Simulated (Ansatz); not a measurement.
Mulliken charges of `OB(O)O` from ωB97M-V/def2-TZVPP in Ansatz (PBE0-D4/def2-TZVP geometry).

```
atom   x (Å)   y (Å)   z (Å)  charge (e)
  O1  -1.110   0.803   0.322      -0.297
  B2  -0.012  -0.007   0.229       0.412
  O3   0.501  -0.469   1.400      -0.309
  O4   0.601  -0.381  -0.945      -0.322
  H5  -1.457   1.119  -0.511       0.162
  H6   1.267  -1.028   1.255       0.185
  H7   0.211  -0.036  -1.748       0.169
```

Question: By hand: the dipole of these point charges (1 e Å = 4.8032 D).

Answer: Σ q r = (0.010, 0.011, -0.276) e Å, of length 0.276 e Å = 1.33 D.

Question: How does the dipole of the full density compare? (Estimate.)

Answer: The calculation gave: (0.000, 0.043, -0.619) e Å, 2.98 D; the point charges give 0.45 times that, at 3° from its direction.

Point charges leave out the atoms' own dipoles, such as those of lone pairs, and Mulliken's split depends on the basis, so the two needn't agree.
